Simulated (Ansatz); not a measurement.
AlH₇OSi, SMILES `[AlH3-][OH+][SiH3]`, relaxed with RKS PBE0-D4/def2-TZVP in Ansatz from a PBE-D4/def2-SVP geometry. The force threshold is 0.005 eV/Å; the program also tests the step.

Charge 0, multiplicity 1.

Start:

```xyz
10

Al   -1.140    1.188   -0.449
O    -0.506   -0.556    0.289
Si    1.223   -0.805    0.282
H    -1.882    1.893    0.792
H    -2.009    0.767   -1.737
H     0.425    1.571   -0.699
H    -1.070   -1.285    0.606
H     1.876    0.202    1.168
H     1.732   -0.790   -1.121
H     1.350   -2.184    0.870
```

```json
{"step": "1", "energy (eV)": "-16628.9278", "largest force (eV/Å)": "0.620", "largest move (Å)": "0.000"}
{"step": "2", "energy (eV)": "-16628.9638", "largest force (eV/Å)": "0.456", "largest move (Å)": "0.031"}
{"step": "3", "energy (eV)": "-16628.9722", "largest force (eV/Å)": "0.092", "largest move (Å)": "0.015"}
{"step": "4", "energy (eV)": "-16628.9729", "largest force (eV/Å)": "0.032", "largest move (Å)": "0.020"}
{"step": "5", "energy (eV)": "-16628.9731", "largest force (eV/Å)": "0.019", "largest move (Å)": "0.019"}
{"step": "6", "energy (eV)": "-16628.9731", "largest force (eV/Å)": "0.011", "largest move (Å)": "0.005"}
{"step": "7 (rejected)", "energy (eV)": "-16628.9731", "largest force (eV/Å)": "0.021", "largest move (Å)": "0.007"}
{"step": "8", "energy (eV)": "-16628.9731", "largest force (eV/Å)": "0.003", "largest move (Å)": "0.003"}
```

End:

```xyz
10

Al   -1.118    1.176   -0.447
O    -0.482   -0.545    0.276
Si    1.201   -0.804    0.283
H    -1.858    1.848    0.795
H    -1.989    0.742   -1.711
H     0.422    1.585   -0.708
H    -1.057   -1.246    0.593
H     1.845    0.195    1.155
H     1.708   -0.785   -1.102
H     1.328   -2.166    0.865
```

Hardware: 2 threads of a server CPU on a shared host. Wall time 36 s, peak host memory 0.36 GiB.
